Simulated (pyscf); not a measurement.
A first-order saddle from PySCF, ωB97X-D3(BJ)/def2-SVP:

```xyz
6

F      1.7153     0.3842    -0.9955
Si     0.3443     0.4754    -0.1625
F      0.5842     1.4648     1.0807
F     -0.7681     1.1373    -1.1144
H     -0.1280    -1.0077     0.3533
H     -0.4264    -1.9554     0.6836
```
Charge 0, spin multiplicity 2.

Surface: doublet, charge 0. Lowest wavenumbers (cm⁻¹): 1316i, 181, 181, 290, 290.

Question: Name the species on either side of this saddle.

Answer: F–SiH(F)–F + H• ⇌ F–Si•(F)–F + H₂, a hydrogen abstraction read from left to right: H–Si broken and H–H formed. At ωB97M-D3(BJ)/def2-TZVP it lies +35.7 kJ/mol from the left side and +47.0 kJ/mol from the right (each side as separated species at their lowest minima found). This is the saddle that the search found; another between the same sides may lie lower. The angle at the transferred H is 180°.
